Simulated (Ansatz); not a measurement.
Start from `NCSS` and change one atom or group to get `CCSCN`.

Ansatz, PBE0-D4/def2-TZVP geometries, multiplicity 1. Each molecule was computed in one conformer, which needn't be the lowest.

| property | `NCSS` |
| --- | --- |
| LUMO energy (B3LYP/def2-TZVPP) / eV | -0.77 |
| HOMO–LUMO gap (PBE0/def2-TZVPP) / eV | 6.28 |
| HOMO energy (ωB97M-V/def2-TZVPP) / eV | -9.02 |
| HOMO–LUMO gap (ωB97M-V/def2-TZVPP) / eV | 10.55 |
| LUMO energy (PBE/def2-TZVPP) / eV | -1.52 |
| HOMO energy (PBE0/def2-TZVPP) / eV | -6.81 |

(1) Give the same properties after the change, and the shifts. (An estimate is asked.)

Answers

(1) The calculation gave: 
```
                               property  `CCSCN`  shift
    LUMO energy (B3LYP/def2-TZVPP) / eV     0.62   1.39
   HOMO–LUMO gap (PBE0/def2-TZVPP) / eV     7.27   0.99
  HOMO energy (ωB97M-V/def2-TZVPP) / eV    -8.54   0.48
HOMO–LUMO gap (ωB97M-V/def2-TZVPP) / eV    10.92   0.37
      LUMO energy (PBE/def2-TZVPP) / eV     0.13   1.65
     HOMO energy (PBE0/def2-TZVPP) / eV    -6.30   0.51
```

With PBE0 the HOMO rises by 0.51 eV and the LUMO rises by 1.49 eV, so the gap widens by about 0.98 eV. PBE moves the HOMO by 0.44 eV and ωB97M-V by 0.48 eV.

B3LYP here is the variant with VWN-RPA as its local correlation; programs differ in this.
